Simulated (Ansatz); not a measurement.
CH3Cl (chloromethane): from total energies to a heat of formation

CH3Cl: 5 atoms, total charge 0, spin state singlet. As SMILES, `CCl`. The shape is that of a PBE0-D4/def2-TZVP optimisation.

Total energies at SVWN5/def2-TZVPP (Ansatz 0.2.0); the atoms run unrestricted:

| species | state | energy (Eh) |
| --- | --- | --- |
| CH3Cl | singlet | -498.264940 |
| C | triplet | -37.467389 |
| Cl | doublet | -458.649896 |
| H | doublet | -0.478344 |

Harmonic wavenumbers at PBE0-D4/def2-TZVP, in cm⁻¹: 756, 1030, 1030, 1378, 1477, 1477, 3084, 3186, 3186.

Measured heats of formation of the gaseous atoms at 298.15 K, in kJ/mol: C 716.9, Cl 121.3, H 218.0. Spin-orbit lowering of the atoms at 298 K (mean of the ground term's levels less their thermal mean, from spectra), in kJ/mol: C 0.02, Cl 3.44. Take 1 Eh = 2625.50 kJ/mol, 1 cm⁻¹ = 0.0119627 kJ/mol, RT = 2.479 kJ/mol.

Question: What heat of formation follows?

Answer: 
1. Electronic atomisation energy: (-37.467389) + (-458.649896) + 3 × (-0.478344) − (-498.264940) = 0.712623 Eh = 1871.0 kJ/mol.
2. Zero-point energy: half the sum of the wavenumbers, 8302 cm⁻¹ = 99.3 kJ/mol.
3. Thermal vibrational enthalpy, Σ hcν̃/(exp(hcν̃/kT) − 1): 0.5 kJ/mol. Translation, rotation and pV of a non-linear molecule: 4 RT = 9.9 kJ/mol.
4. The 5 free atoms carry 5/2 RT each: 31.0 kJ/mol.
5. Spin-orbit coupling lowers the free atoms by 0.02 + 3.44 = 3.5 kJ/mol.
6. Atomisation enthalpy at 298 K: 1871.0 − 3.5 − 99.3 − 0.5 − 9.9 + 31.0 = 1788.8 kJ/mol.
7. Sum of the atoms' heats of formation: 1492.2 kJ/mol. Heat of formation: 1492.2 − 1788.8 = -296.6 kJ/mol.

The tabulated value is -82.6 kJ/mol (Active Thermochemical Tables), so this level is off by -214.0 kJ/mol, or 13.6 % of the atomisation enthalpy. The LDA overbinds, which puts heats of formation too low. Anharmonicity and any spin-orbit splitting of the molecule are left out.
